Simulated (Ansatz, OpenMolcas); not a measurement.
# BF (SMILES [B]F): methods side by side

BF: 2 atoms, total charge 0, spin state singlet. SMILES: `[B]F`. The shape is that of a PBE0-D4/def2-TZVP optimisation.

```xyz
2

B     0.0000    0.0000   -0.0094
F     0.0000    0.0000    1.2537
```

Each level gives the energy change with the B1–F2 bond stretched from 1.263 to 3.111 Å (eV). The values are calculated.

| level | kind | program | value (eV) | less FCI/STO-3G |
| --- | --- | --- | --- | --- |
| HF/STO-3G (restricted) | Hartree–Fock | Ansatz | 12.46 | +5.29 |
| SVWN5/STO-3G (restricted) | LDA | Ansatz | 9.83 | +2.66 |
| PBE0/STO-3G (restricted) | global hybrid | OpenMolcas | 10.41 | +3.24 |
| wB97M-V/STO-3G (restricted) | range-separated hybrid | Ansatz | 11.06 | +3.89 |
| wB97X/STO-3G (restricted) | range-separated hybrid | Ansatz | 11.04 | +3.87 |
| MP2/STO-3G (restricted) | perturbation theory | Ansatz | 8.79 | +1.62 |
| SC-NEVPT2(2,2)/STO-3G | multireference | OpenMolcas | 7.26 | +0.09 |
| CCSD(T)/STO-3G (restricted) | coupled cluster or CI | Ansatz | 7.17 | 0.00 |
| FCI/STO-3G | exact in the basis | Ansatz | 7.17 | 0.00 |

FCI/STO-3G is exact within its basis and frozen core, so for wave-function methods in that basis the difference is their error; functionals converge differently with the basis, so for them it is only a difference. Spin-restricted single references rise too steeply as a bond breaks, Hartree–Fock most of all. Perturbation and coupled-cluster corrections on them can overshoot downwards. The first shape isn't each level's own minimum. The values span 7.17 to 12.46 eV. All rows use very small basis sets, so even the best lies far from the true value.
